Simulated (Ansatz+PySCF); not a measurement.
Results of a calculation; reference values are marked as such.
This Ansatz input gave a total energy of -26.57362 hartree.

```yaml
crystal:
  periodic: [false, false, false]
  atoms:
    - { symbol: B, position_ang: [0.0, 0.0, 0.0] }
    - { symbol: H, position_ang: [1.20653, 0.0, 0.0] }
    - { symbol: H, position_ang: [-0.60327, 1.04489, 0.0] }
    - { symbol: H, position_ang: [-0.60327, -1.04489, 0.0] }
basis:
  gaussian: { orbitals: def2-SVP }
magnetization:
  spin_polarized: true
hamiltonian:
  xc: { name: wB97X }
```

Q: Write an input for PySCF with the same method and basis set.

A:

```python
from pyscf import gto, dft

mol = gto.M(atom="""
B 0.000000 0.000000 0.000000
H 1.206530 0.000000 0.000000
H -0.603270 1.044890 0.000000
H -0.603270 -1.044890 0.000000
""", basis='def2-svp', charge=0, spin=0)
mf = dft.UKS(mol, xc='wb97x')
mf.init_guess = 'minao'
mf.kernel()
while True:  # follow internal instabilities
    mo, _, stable, _ = mf.stability(return_status=True)
    if stable: break
    mf.kernel(mf.make_rdm1(mo, mf.mo_occ))
print(mf.converged, mf.e_tot, mf.spin_square()[0])
```

PySCF 2.14.0 gave -26.57361 hartree, 0.03 meV from the first.
